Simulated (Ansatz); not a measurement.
Ansatz input

```yaml
crystal:
  lattice:
    - [3.590266606, 0.0, 0.0]
    - [-1.795133303, 3.1092620871, 0.0]
    - [0.0, 0.0, 5.7529887787]
  atoms:
    - { symbol: Tb, position: [0.3333333333, 0.6666666667, 0.25], spin: 5.961 }
    - { symbol: Tb, position: [0.6666666667, 0.3333333333, 0.75], spin: -5.961 }
hamiltonian:
  xc: pbe
  pseudopotentials:
    kind: paw
    azcp:
      Tb: "pseudopotentials/Tb.paw.azcp"
basis:
  ecutwfc: 420
  fft_grid_basis: typed
kpoints:
  mp_grid: { grid: [13, 13, 7], shift: [0, 0, 0] }
magnetization:
  spin_polarized: true
scf:
  occupations: { method: fermi_dirac, width: 0.05 }
```

and its output:

```
Engine: ansatz 0.2.0, x86_64-unknown-linux-gnu
Pseudopotentials: kind: paw
Pseudopotential: Tb, paw, valence charge 19, recommended cutoff 420 eV (normal) 
Functional definition: PBE
  parameter kappa = 0.804
  parameter beta = 0.06672455060314922
  exchange = pbe_x(kappa = kappa, mu = beta*pi^2/3)
  correlation = pbe_c(beta = beta)
Crystal: 2 atoms, lattice volume = 64.221 Å³
Basis set: ecut = 420 eV, 1237 PW (Γ)
Bands: 30, of which v1, the nominal top of the filled ones, is band 19 counted from 1 (18 counted from 0)
Symmetry: 12 space group operations
Space group: P-6m2 (ITA 187), of the structure as read, at distance tolerance 4.0e-5 Å
Magnetic group: BNS 194.267 (UNI 1497), of the structure as read, at distance tolerance 4.0e-5 Å
k-points: 84 of 1183 (time reversal used)
Non-local potential: Tb, projectors of the file, l = 0: 3, l = 1: 2, l = 2: 2, l = 3: 3
PAW form: soft (Blöchl's): semilocal exchange-correlation on the pseudo side does not see the compensation charge
PAW one-centre angular grid: Tb, 590 points (default); XC on 64 Gauss nodes
Initial density: superposition of atomic densities (chi_scale 0.1, normalization cell)
Starting moments: Σ|m| = 11.922 μB on 2 of 2 sites
Starting magnetic order: antiferromagnet; an inversion exchanges its spin sublattices: spin-degenerate at every k-point
Initial wavefunctions: pseudopotential atomic-orbital guess
Functional: x = pbe(κ = 0.804, μ = 0.2195149727645171), c = pbe(β = 0.06672455060314922)
SCF iter   1: F=—  HF=-19889.875447 eV  |F-HF|=—  |Δ(HF+E_count)|=         —  Δρ=2.36e-2 (↑2.36e-2 ↓2.36e-2)  dr2=6.27e-1  dr2_m=1.61e-1  M=0.000 μB ∫|m|=11.818 μB  β_m=0.30  ethr=3.10e-3  ⟨swp⟩=5.8  Hψ=20740  notcnv=0
Mixer restart at iter 1: flushing history
spin=Collinear: Kerker preconditioning applied to the charge; magnetization (m = ρ↑ − ρ↓) channel mixes plain (no charge-response kernel on spin).
SCF iter   2: F=—  HF=-19888.937275 eV  |F-HF|=—  |Δ(HF+E_count)|=   9.38e-1  Δρ=1.84e-2 (↑1.84e-2 ↓1.84e-2)  dr2=3.15e-1  dr2_m=1.24e-1  M=0.000 μB ∫|m|=11.865 μB  β_m=0.56  ethr=1.65e-3  ⟨swp⟩=4.0  Hψ=10738  notcnv=0
SCF iter   3: F=—  HF=-19888.796161 eV  |F-HF|=—  |Δ(HF+E_count)|=   1.41e-1  Δρ=1.28e-2 (↑1.28e-2 ↓1.28e-2)  dr2=2.96e-1  dr2_m=2.37e-2  M=-0.000 μB ∫|m|=12.083 μB  β_m=0.53  ethr=8.30e-4  ⟨swp⟩=3.0  Hψ=11151  notcnv=0
SCF iter   4: F=—  HF=-19887.325915 eV  |F-HF|=—  |Δ(HF+E_count)|=    1.47e0  Δρ=3.05e-3 (↑3.05e-3 ↓3.04e-3)  dr2=1.42e-2  dr2_m=3.13e-3  M=-0.000 μB ∫|m|=12.207 μB  β_m=0.77  ethr=7.79e-4  ⟨swp⟩=3.0  Hψ=12346  notcnv=0
...
SCF iter  15: F=—  HF=-19887.676637 eV  |F-HF|=—  |Δ(HF+E_count)|=         —  Δρ=8.67e-3 (↑4.83e-4 ↓8.67e-3)  dr2=7.61e-3  dr2_m=1.12e-2  M=0.053 μB ∫|m|=12.122 μB  β_m=1.00  ethr=1.79e-8  ⟨swp⟩=2.0  Hψ=8476  notcnv=0  defer=20
Mixer restart at iter 15: flushing history
SCF iter  16: F=—  HF=-19887.385847 eV  |F-HF|=—  |Δ(HF+E_count)|=   2.91e-1  Δρ=9.97e-4 (↑5.66e-4 ↓9.97e-4)  dr2=4.17e-4  dr2_m=1.27e-4  M=0.089 μB ∫|m|=12.139 μB  β_m=0.82  ethr=1.32e-4  ⟨swp⟩=2.3  Hψ=7866  notcnv=0  defer=20
SCF iter  17: F=—  HF=-19887.386603 eV  |F-HF|=—  |Δ(HF+E_count)|=   7.55e-4  Δρ=5.59e-4 (↑4.97e-4 ↓5.59e-4)  dr2=4.12e-4  dr2_m=5.09e-5  M=0.109 μB ∫|m|=12.148 μB  β_m=0.80  ethr=1.10e-6  ⟨swp⟩=2.3  Hψ=10061  notcnv=0  defer=20
SCF iter  18: F=—  HF=-19887.386762 eV  |F-HF|=—  |Δ(HF+E_count)|=         —  Δρ=3.89e-4 (↑3.01e-4 ↓3.89e-4)  dr2=1.54e-4  dr2_m=2.98e-5  M=0.119 μB ∫|m|=12.153 μB  ethr=1.08e-6  ⟨swp⟩=2.1  Hψ=9796  notcnv=0  defer=19
Mixer restart at iter 18: flushing history
SCF iter  19: F=—  HF=-19887.429532 eV  |F-HF|=—  |Δ(HF+E_count)|=         —  Δρ=6.70e-5 (↑1.30e-5 ↓6.70e-5)  dr2=3.39e-6  dr2_m=6.59e-7  M=-0.000 μB ∫|m|=12.096 μB  β_m=0.80  ethr=1.79e-8  ⟨swp⟩=7.7  Hψ=17894  notcnv=0  defer=17
SCF iter  20: F=—  HF=-19887.429535 eV  |F-HF|=—  |Δ(HF+E_count)|=   2.85e-6  Δρ=3.79e-5 (↑3.79e-5 ↓2.57e-5)  dr2=1.20e-6  dr2_m=3.34e-7  M=-0.000 μB ∫|m|=12.096 μB  β_m=0.83  ethr=8.92e-9  ⟨swp⟩=2.0  Hψ=9377  notcnv=0  defer=17
SCF iter  21: F=—  HF=-19887.429536 eV  |F-HF|=—  |Δ(HF+E_count)|=   3.77e-7  Δρ=4.55e-5 (↑8.16e-6 ↓4.55e-5)  dr2=1.95e-6  dr2_m=2.27e-7  M=-0.000 μB ∫|m|=12.096 μB  β_m=0.45  ethr=3.16e-9  ⟨swp⟩=2.1  Hψ=8697  notcnv=0  defer=17
SCF iter  22: F=—  HF=-19887.429536 eV  |F-HF|=—  |Δ(HF+E_count)|=   5.74e-7  Δρ=1.57e-5 (↑1.12e-5 ↓1.57e-5)  dr2=1.89e-7  dr2_m=7.39e-8  M=-0.000 μB ∫|m|=12.097 μB  β_m=0.82  ethr=3.16e-9  ⟨swp⟩=2.0  Hψ=8440  notcnv=0  defer=17
SCF iter  23: F=—  HF=-19887.429536 eV  |F-HF|=—  |Δ(HF+E_count)|=   2.63e-7  Δρ=3.12e-6 (↑2.81e-6 ↓3.12e-6)  dr2=1.69e-8  dr2_m=2.00e-9  M=0.000 μB ∫|m|=12.097 μB  β_m=0.91  ethr=4.96e-10  ⟨swp⟩=2.2  Hψ=8690  notcnv=0  defer=17
SCF iter  24: F=—  HF=-19887.429536 eV  |F-HF|=—  |Δ(HF+E_count)|=   1.03e-8  Δρ=1.65e-6 (↑1.16e-6 ↓1.65e-6)  dr2=3.03e-9  dr2_m=1.60e-10  M=0.000 μB ∫|m|=12.097 μB  β_m=0.82  ethr=4.44e-11  ⟨swp⟩=2.0  Hψ=8274  notcnv=0  defer=17
SCF iter  25: F=—  HF=-19887.429536 eV  |F-HF|=—  |Δ(HF+E_count)|=   1.60e-9  Δρ=9.07e-7 (↑9.07e-7 ↓6.77e-7)  dr2=1.08e-9  dr2_m=7.12e-11  M=0.000 μB ∫|m|=12.097 μB  β_m=0.75  ethr=7.97e-12  ⟨swp⟩=2.1  Hψ=8686  notcnv=0  defer=17
SCF iter  26: F=—  HF=-19887.429536 eV  |F-HF|=—  |Δ(HF+E_count)|=  2.76e-10  Δρ=5.22e-7 (↑5.22e-7 ↓1.64e-7)  dr2=2.28e-10  dr2_m=3.33e-11  M=0.000 μB ∫|m|=12.097 μB  β_m=0.87  ethr=2.85e-12  ⟨swp⟩=2.0  Hψ=8209  notcnv=0  defer=17
SCF iter  27: F=-19887.429536 eV  HF=-19887.429536 eV  |F-HF|=5.61e-8  |Δ(HF+E_count)|=  8.51e-10  Δρ=7.29e-6 (↑7.29e-6 ↓4.29e-6)  dr2=5.37e-8  dr2_m=1.05e-8  M=-0.000 μB ∫|m|=12.097 μB  ethr=1.00e-12  ⟨swp⟩=1.4  Hψ=13908  notcnv=0
SCF 1 converged in 27 iterations: F = -19887.429536 eV  dr2 = 5.37e-8
SCF converged after 27 iterations
Magnetization: -0.0001 μB (19.0000 up, 19.0000 down)
Absolute magnetization: 12.0975 μB (∫|ρ↑−ρ↓|, with the PAW one-centre terms)
Spin contamination: 5.8046 ħ² per cell (⟨S²⟩ above its minimum at these occupations)
Per-site moments (μB) at R_I (Å): [(5.961578735427917, 1.4625374322703037), (-5.961666018478201, 1.4625374322703037)]
Free energy (F): -19887.429536 eV
Harris-Foulkes:  -19887.429536 eV  (|F-HF|=5.61e-8)
Internal energy: -19887.341045 eV  (E = F + TS)
E sigma→0 (E₀):  -19887.385291 eV
Entropy (-TS):   -0.088491 eV (-44.246 meV/atom)
Fermi energy:    12.307258 eV
--- Per-component energies (eV) ---
  E_band       = -36.127914
  E_kinetic    = 704.686047
  E_local      = -5683.461528  (includes V_loc(G=0)·N_el)
  E_nonlocal   = 1331.477255
  E_hartree    = 2293.589548
  E_xc         = -377.625797
  E_vxc        = -408.821596  (∫ρ·V_xc dr)
  E_paw        = -13432.761434  (= ΣΔE_a)
  E_vpaw       = -567.191682  (= ΣTr[D̂ρ^β])
  E_aug_tail   = -0.000010  (compensation charges beyond the density's cutoff)
  E_ewald      = -4723.245127
  E_smearing   = -0.088491  (= −TS)
  E_closure    = 0.000000  (closes the sum)
  Σ components = -19887.429536   (vs F -19887.429536, Δ=0.00e0)
```

Open f shells have many self-consistent states, so the state found may not be the lowest.
